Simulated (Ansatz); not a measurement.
## Insertion of a multiple bond into an element–hydrogen or element–carbon bond (the π bond opens)

Start structure (CH₆AlN, singlet), relaxed at PBE0-D4/def2-TZVP:

Al1  (-1.225, -0.124, -0.761)
H2  (-1.010, -1.696, -0.506)
H3  (-0.927, 0.445, -2.229)
H4  (-2.374, 0.620, 0.074)
N5  (0.417, 0.524, 0.222)
C6  (1.264, -0.207, 0.810)
H7  (0.611, 1.521, 0.268)
H8  (2.133, 0.200, 1.325)
H9  (1.111, -1.284, 0.796)
(Å)

The step: CH₃N ([CH2][NH]) + AlH₃ → CH₆AlN ([CH3][NH][AlH2]); bonds formed: H2–C6; dative contacts that become bonds: Al1–N5; bonds broken: Al1–H2. Ansatz 0.2.0; basis: def2-TZVPP and def2-QZVPP; cores frozen in the correlated methods. Extrapolation: Hartree–Fock as exp(−7.88 √X), correlation as X^−2.97. Energies below are by CCSD(T) at an estimated basis limit (MP2 extrapolated from triple and quadruple zeta, plus CCSD(T) − MP2 in triple zeta).

What are the electronic barrier and the energy of the step, from the start structure to the end structure? (To be estimated.)

By the calculation: Barrier 84.0 kJ/mol; step energy -97.1 kJ/mol (downhill); reverse barrier, their difference, 181.1 kJ/mol. Barrier and step energy count from the start structure, the reverse barrier from the end structure.

The saddle point: One imaginary mode of 385i cm⁻¹.
```tsv
pair	start (Å)	saddle (Å)	end (Å)
Al1–N5	2.02	2.02	1.77
H2–C6	3.02	1.98	1.09
Al1–H2	1.61	1.67	2.94
```

Zero-point energy (harmonic, PBE0-D4): ZPE is 166.4 kJ/mol at the start and 164.5 kJ/mol at the saddle, so the barrier goes from 84.0 to 82.1 kJ/mol.

First-order rate constant out of the start structure at 298 K by transition-state theory, with harmonic vibrational free energies alone and no tunnelling: ΔA‡ = 84.5 kJ/mol, so k = (kB T/h) exp(−ΔA‡/kB T) ≈ 10^-2 s⁻¹ (an order of magnitude at best: rotation, the number of equivalent paths and anharmonicity are left out).

No T1 diagnostic of these runs exceeds 0.018.

Labels in which every atom is bracketed show which atoms are joined, not bond orders.

For scale, one of the runs: CCSD(T)/def2-TZVPP, 188 basis functions, launched by `ansatz run in.yaml --threads 2 --pin off --events-out ev --progress --plain --max-ram 4352MiB`. The run took 14 s on 2 CPU threads of an Intel Xeon 6975P-C (shared host), with 2 GiB of host memory at its peak.
